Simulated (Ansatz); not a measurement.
# C3H4FN: small, medium and large basis sets

How large a basis does C3H4FN need? Two functionals are run in growing sets.

Computed with Ansatz 0.2.0, Gaussian basis. Level: one geometry, several basis sets.

Plan: PBE0-D4/def2-SVP; ωB97M-V/def2-SVP; PBE0-D4/def2-QZVPP; ωB97M-V/def2-QZVPP; the functionals' def2-TZVPP values are taken from earlier runs.

### 1 The geometry

An earlier PBE0-D4 in a triple-zeta def2 set relaxation fixed the geometry.

9 atoms, charge 0, spin multiplicity 1.

Atoms are counted from 1 here; the program's logs count them from 0.

Bond lengths: N1–C2 1.252 Å, N1–H6 1.022 Å, C2–C3 1.462 Å, C2–C4 1.464 Å, C3–C4 1.526 Å, C3–H7 1.086 Å, C3–H8 1.087 Å, C4–F5 1.361 Å, C4–H9 1.086 Å. Angles: C2–N1–H6 110.4°, N1–C2–C3 144.7°, N1–C2–C4 152.0°, C3–C2–C4 62.9°, C2–C3–C4 58.6°, C2–C3–H7 121.7°, C2–C3–H8 115.6°, C4–C3–H7 117.7°, C4–C3–H8 116.7°, H7–C3–H8 114.9°, C2–C4–C3 58.5°, C2–C4–F5 119.8°, C2–C4–H9 120.2°, C3–C4–F5 118.9°, C3–C4–H9 117.8°, F5–C4–H9 112.0°.

Coordinates:

```xyz
9

N    -0.6727    0.5388    1.7008
C    -0.2076    0.1178    0.6173
C     0.9973   -0.3605   -0.0596
C    -0.3036   -0.1258   -0.8229
F    -0.3809    0.9265   -1.6825
H    -1.6347    0.8602    1.5750
H     1.3431   -1.3841    0.0459
H     1.7836    0.3772   -0.1959
H    -0.8362   -0.9963   -1.1953
```

### 2 PBE0-D4 in def2-SVP

Input file in.yaml:

```yaml
crystal:
  periodic: [false, false, false]
  atoms:
    - {symbol: N, position_ang: [-0.672660, 0.538793, 1.700769]}
    - {symbol: C, position_ang: [-0.207596, 0.117849, 0.617306]}
    - {symbol: C, position_ang: [0.997308, -0.360500, -0.059552]}
    - {symbol: C, position_ang: [-0.303609, -0.125791, -0.822906]}
    - {symbol: F, position_ang: [-0.380904, 0.926460, -1.682493]}
    - {symbol: H, position_ang: [-1.634715, 0.860229, 1.574972]}
    - {symbol: H, position_ang: [1.343137, -1.384117, 0.045914]}
    - {symbol: H, position_ang: [1.783640, 0.377188, -0.195860]}
    - {symbol: H, position_ang: [-0.836202, -0.996313, -1.195350]}
basis:
  gaussian: {orbitals: def2-SVP}
hamiltonian: {xc: pbe0, dispersion: d4}
output: {orbitals: {seedname: orbitals}}
```

Run with:

```
$ ansatz run in.yaml --threads 2 --pin off --events-out ev --progress --plain --max-ram 4352MiB
```

Standard output:

```text
Functional definition: PBE0
  name "PBE0"
  cite "Adamo & Barone, J. Chem. Phys. 110, 6158 (1999) doi:10.1063/1.478522"
  cite "Perdew, Burke & Ernzerhof, Phys. Rev. Lett. 77, 3865 (1996) doi:10.1103/PhysRevLett.77.3865"
  parent pbe
  parameter a = 0.25
  parameter kappa = 0.804
  parameter beta = 0.06672455060314922
  exchange = (1 - a)*pbe_x(kappa = kappa, mu = beta*pi^2/3) + a*exact_x
  correlation = pbe_c(beta = beta)
1026 factors; their error is unknown
mean field evaluation 1: about -7362.5990 eV, gradient 4.5e1 eV
mean field evaluation 2: about -7361.4293 eV, gradient 5.0e1 eV
mean field evaluation 4: about -7367.1172 eV, gradient 2.3e0 eV
mean field evaluation 8: about -7367.1294 eV, gradient 5.0e-2 eV
mean field evaluation 16: about -7367.1119 eV, gradient 3.3e-5 eV
mean field -7367.11193864 eV, -270.7363701373 hartree, gradient 3.3e-5 eV, S^2 0.000000; 0 other end points of the search recorded, 0 dependent functions left out
reference -7367.11196046 eV, -270.7363709390 hartree; 19, 19 occupied and 71, 71 virtual orbitals, 1026 factors
Total energy: -7367.23238938 eV, -270.7407966202 hartree
```

It took 1.2 s on 2 threads of Arm Neoverse V1, shared host.

### 3 ωB97M-V in def2-SVP

in.yaml: that of step 2 with these lines changed.

```diff
@@ -14,3 +14,3 @@
   gaussian: {orbitals: def2-SVP}
-hamiltonian: {xc: pbe0, dispersion: d4}
+hamiltonian: {xc: {name: wB97M-V}}
 output: {orbitals: {seedname: orbitals}}
```

Same command.

Standard output, shortened:

```text
Functional definition: wB97M-V
  name "wB97M-V"
  cite "Mardirossian & Head-Gordon, J. Chem. Phys. 144, 214110 (2016) doi:10.1063/1.4952647"
  cite "Becke, J. Chem. Phys. 107, 8554 (1997) doi:10.1063/1.475007"
  cite "Vydrov & Van Voorhis, J. Chem. Phys. 133, 244103 (2010) doi:10.1063/1.3521275"
  # Of w^i u^j: cxij and so on, Table III.
[...]
  gx(w, u) = 1 - cx + cx01*u + cx10*w
  gss(w, u) = css00 + css04*u^4 + css10*w + css20*w^2 + css43*w^4*u^3
  gos(w, u) = cos00 + cos10*w + (cos20 + cos21*u)*w^2 + (cos60 + cos61*u)*w^6
[...]
      + integral(e_c_pw_mod_opposite_spin*gos(b97_w_opposite, b97_u_opposite)) + vv10(b, c)
1026 factors; their error is unknown
222 factors; integrals over basis functions are off by at most 1.2e-5 eV
[...]
mean field -7372.39795822 eV, -270.9306277738 hartree, gradient 4.0e-5 eV, S^2 0.000000; 0 other end points of the search recorded, 0 dependent functions left out
reference -7372.39799033 eV, -270.9306289537 hartree; 19, 19 occupied and 71, 71 virtual orbitals, 1026 factors
Total energy: -7372.39799033 eV, -270.9306289537 hartree
```

Run time: 4.9 s. Hardware: 2 threads of Arm Neoverse V1, shared host.

### 4 PBE0-D4 in def2-QZVPP

in.yaml: that of step 3 with these lines changed.

```diff
@@ -13,4 +13,4 @@
 basis:
-  gaussian: {orbitals: def2-SVP}
-hamiltonian: {xc: {name: wB97M-V}}
+  gaussian: {orbitals: "def2-QZVPP.json"}
+hamiltonian: {xc: pbe0, dispersion: d4}
 output: {orbitals: {seedname: orbitals}}
```

Launched as before.

Standard output:

```text
Functional definition: PBE0
  name "PBE0"
  cite "Adamo & Barone, J. Chem. Phys. 110, 6158 (1999) doi:10.1063/1.478522"
  cite "Perdew, Burke & Ernzerhof, Phys. Rev. Lett. 77, 3865 (1996) doi:10.1103/PhysRevLett.77.3865"
  parent pbe
  parameter a = 0.25
  parameter kappa = 0.804
  parameter beta = 0.06672455060314922
  exchange = (1 - a)*pbe_x(kappa = kappa, mu = beta*pi^2/3) + a*exact_x
  correlation = pbe_c(beta = beta)
1123 factors; their error is unknown
mean field evaluation 1: about -7369.0940 eV, gradient 5.7e1 eV
mean field evaluation 2: about -7367.1557 eV, gradient 6.3e1 eV
mean field evaluation 4: about -7375.9526 eV, gradient 5.1e0 eV
mean field evaluation 8: about -7376.0098 eV, gradient 4.3e-1 eV
mean field evaluation 16: about -7376.0099 eV, gradient 6.1e-5 eV
mean field -7376.00994475 eV, -271.0633658303 hartree, gradient 6.1e-5 eV, S^2 0.000000; 0 other end points of the search recorded, 0 dependent functions left out
reference -7376.00997807 eV, -271.0633670548 hartree; 19, 19 occupied and 386, 386 virtual orbitals, 1123 factors
Total energy: -7376.13040699 eV, -271.0677927359 hartree
```

Run time: 7.5 s. Hardware: 2 threads of Arm Neoverse V1, shared host; peak memory 1 GiB.

### 5 ωB97M-V in def2-QZVPP

in.yaml: that of step 4 with these lines changed.

```diff
@@ -14,3 +14,3 @@
   gaussian: {orbitals: "def2-QZVPP.json"}
-hamiltonian: {xc: pbe0, dispersion: d4}
+hamiltonian: {xc: {name: wB97M-V}}
 output: {orbitals: {seedname: orbitals}}
```

Same command.

Standard output, shortened:

```text
Functional definition: wB97M-V
  name "wB97M-V"
  cite "Mardirossian & Head-Gordon, J. Chem. Phys. 144, 214110 (2016) doi:10.1063/1.4952647"
  cite "Becke, J. Chem. Phys. 107, 8554 (1997) doi:10.1063/1.475007"
  cite "Vydrov & Van Voorhis, J. Chem. Phys. 133, 244103 (2010) doi:10.1063/1.3521275"
  # Of w^i u^j: cxij and so on, Table III.
[...]
  gx(w, u) = 1 - cx + cx01*u + cx10*w
  gss(w, u) = css00 + css04*u^4 + css10*w + css20*w^2 + css43*w^4*u^3
  gos(w, u) = cos00 + cos10*w + (cos20 + cos21*u)*w^2 + (cos60 + cos61*u)*w^6
[...]
      + integral(e_c_pw_mod_opposite_spin*gos(b97_w_opposite, b97_u_opposite)) + vv10(b, c)
1123 factors; their error is unknown
287 factors; integrals over basis functions are off by at most 6.5e-6 eV
[...]
mean field -7381.56132073 eV, -271.2673751349 hartree, gradient 5.1e-5 eV, S^2 0.000000; 0 other end points of the search recorded, 0 dependent functions left out
reference -7381.56137274 eV, -271.2673770464 hartree; 19, 19 occupied and 386, 386 virtual orbitals, 1123 factors
Total energy: -7381.56137274 eV, -271.2673770464 hartree
```

It took 20 s on 2 threads of Arm Neoverse V1, shared host; peak memory 1.2 GiB.

### 6 Functionals by basis

The def2-TZVPP values come from earlier runs at the same geometry.

| functional | basis | functions | energy (eV) | from the largest (eV) | HOMO (eV) | LUMO (eV) |
| --- | --- | --- | --- | --- | --- | --- |
| PBE0-D4 | def2-SVP | 90 | -7367.2324 | 8.898 | -7.18 | -0.82 |
| PBE0-D4 | def2-TZVPP | 211 | -7375.7356 | 0.395 | -7.35 | -1.03 |
| PBE0-D4 | def2-QZVPP | 405 | -7376.1304 | 0.000 | -7.40 | -1.11 |
| ωB97M-V | def2-SVP | 90 | -7372.3980 | 9.163 | -9.48 | 1.48 |
| ωB97M-V | def2-TZVPP | 211 | -7381.1898 | 0.372 | -9.67 | 1.20 |
| ωB97M-V | def2-QZVPP | 405 | -7381.5614 | 0.000 | -9.72 | 1.04 |

### 7 What came out

| quantity | value |
| --- | --- |
| PBE0-D4: double and triple zeta above quadruple | 8.90, 0.39 eV |
| ωB97M-V: double and triple zeta above quadruple | 9.16, 0.37 eV |

In words: PBE0-D4 gains 8.50 eV from double to triple zeta, then 0.39 eV more. These are total energies; as a rule much of such shifts cancels in differences, which this series doesn't test.

For PBE0-D4 the largest set took about 6 times as long as the smallest (7.5 s against 1.2 s).
